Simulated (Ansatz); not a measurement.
Steps of a relaxation of C3H3F3, SMILES `FCC=C(F)F` with RKS PBE0-D4/def2-TZVP.

```sh
$ ansatz run in.yaml --threads 2 --pin off --events-out ev --progress --plain --max-ram 22528MiB --backend cuda --devices 0, --max-vram 18GiB
```

```yaml
crystal:
  periodic: [false, false, false]
  atoms:
    - {symbol: F, position_ang: [-1.761960, -0.549400, -0.108140]}
    - {symbol: C, position_ang: [-0.871020, -0.045800, 0.794250]}
    - {symbol: C, position_ang: [0.480160, 0.200350, 0.203190]}
    - {symbol: C, position_ang: [0.846030, -0.030260, -1.042610]}
    - {symbol: F, position_ang: [0.112010, -0.519610, -2.022060]}
    - {symbol: F, position_ang: [2.073780, 0.217010, -1.491320]}
    - {symbol: H, position_ang: [-1.295270, 0.892330, 1.175100]}
    - {symbol: H, position_ang: [-0.800460, -0.771500, 1.615040]}
    - {symbol: H, position_ang: [1.216730, 0.606890, 0.876570]}
basis:
  gaussian: {orbitals: def2-TZVP}
hamiltonian: {xc: pbe0, dispersion: d4}
relax: {f_tol: 0.005, max_steps: 150}
```

Positions (Å) and forces (eV/Å) along the path, 7 of 7 steps:

```xyz
9
step=1 energy=-11302.8176 eV
F    -1.762   -0.549   -0.108   -0.227   -0.151   -0.315
C    -0.871   -0.046    0.794    0.159    0.063    0.060
C     0.480    0.200    0.203   -0.472   -0.166   -0.089
C     0.846   -0.030   -1.043    0.361   -0.010   -0.426
F     0.112   -0.520   -2.022    0.293    0.210    0.446
F     2.074    0.217   -1.491   -0.507   -0.109    0.156
H    -1.295    0.892    1.175    0.116   -0.047    0.114
H    -0.800   -0.771    1.615    0.059    0.147    0.062
H     1.217    0.607    0.877    0.219    0.063   -0.008
9
step=2 energy=-11302.8304 eV
F    -1.771   -0.554   -0.115   -0.053   -0.037   -0.079
C    -0.875   -0.048    0.789    0.120    0.048    0.048
C     0.474    0.198    0.200   -0.280   -0.082    0.009
C     0.847   -0.030   -1.042    0.245    0.013   -0.234
F     0.119   -0.517   -2.018    0.100    0.078    0.179
F     2.070    0.218   -1.485   -0.227   -0.049    0.075
H    -1.287    0.889    1.182    0.010   -0.014    0.022
H    -0.796   -0.761    1.619   -0.002    0.026    0.011
H     1.219    0.605    0.870    0.086    0.018   -0.031
9
step=3 energy=-11302.8331 eV
F    -1.774   -0.555   -0.116   -0.019   -0.008   -0.008
C    -0.876   -0.048    0.790    0.056    0.023    0.017
C     0.469    0.195    0.197   -0.073   -0.011    0.036
C     0.849   -0.029   -1.044    0.061    0.013    0.011
F     0.125   -0.515   -2.017   -0.033   -0.014   -0.025
F     2.068    0.218   -1.481    0.007    0.006    0.004
H    -1.286    0.888    1.187   -0.009    0.002   -0.008
H    -0.797   -0.758    1.622   -0.005   -0.010   -0.005
H     1.221    0.604    0.861    0.014   -0.002   -0.022
9
step=4 energy=-11302.8332 eV
F    -1.775   -0.555   -0.114    0.001    0.001    0.004
C    -0.876   -0.048    0.791    0.013    0.003    0.008
C     0.468    0.195    0.197   -0.016   -0.006    0.003
C     0.850   -0.030   -1.044    0.005    0.021    0.012
F     0.126   -0.514   -2.018   -0.011   -0.012   -0.011
F     2.068    0.220   -1.479    0.012   -0.001    0.001
H    -1.286    0.888    1.187   -0.003    0.000   -0.005
H    -0.797   -0.758    1.623   -0.004   -0.004   -0.003
H     1.222    0.603    0.859    0.003   -0.002   -0.008
9
step=5 energy=-11302.8332 eV rejected
F    -1.777   -0.554   -0.112    0.002    0.000   -0.002
C    -0.876   -0.048    0.792    0.014    0.004    0.001
C     0.467    0.194    0.196   -0.017   -0.003    0.010
C     0.850   -0.030   -1.045    0.006    0.003   -0.002
F     0.128   -0.515   -2.021   -0.006   -0.001    0.005
F     2.070    0.220   -1.478   -0.007   -0.002    0.004
H    -1.286    0.889    1.189    0.003   -0.002   -0.008
H    -0.797   -0.758    1.624    0.002   -0.001   -0.009
H     1.222    0.603    0.856    0.005    0.002    0.001
9
step=6 energy=-11302.8333 eV
F    -1.775   -0.554   -0.114    0.001    0.001    0.002
C    -0.875   -0.048    0.791   -0.006    0.001    0.000
C     0.467    0.195    0.197    0.007    0.003   -0.002
C     0.850   -0.029   -1.044   -0.001   -0.011    0.003
F     0.126   -0.515   -2.019    0.000    0.003   -0.002
F     2.069    0.219   -1.478    0.002    0.004   -0.003
H    -1.286    0.888    1.187   -0.002   -0.002    0.002
H    -0.797   -0.759    1.622   -0.001    0.001    0.000
H     1.223    0.603    0.857   -0.001    0.000    0.000
9
step=7 energy=-11302.8333 eV
F    -1.775   -0.554   -0.114    0.000    0.000    0.000
C    -0.876   -0.048    0.791    0.000    0.000    0.000
C     0.467    0.195    0.197    0.000    0.000    0.000
C     0.850   -0.030   -1.044    0.000    0.000    0.000
F     0.126   -0.515   -2.019    0.000    0.000    0.000
F     2.069    0.220   -1.478    0.000    0.000    0.000
H    -1.287    0.888    1.187    0.000    0.000    0.000
H    -0.797   -0.759    1.622    0.000    0.000    0.000
H     1.223    0.603    0.857    0.000    0.000    0.000
```

Run time 7.5 s (2 threads of an AMD EPYC 7R13 on a shared host and a share of an NVIDIA H100 80 GB); peak host memory 0.86 GiB.
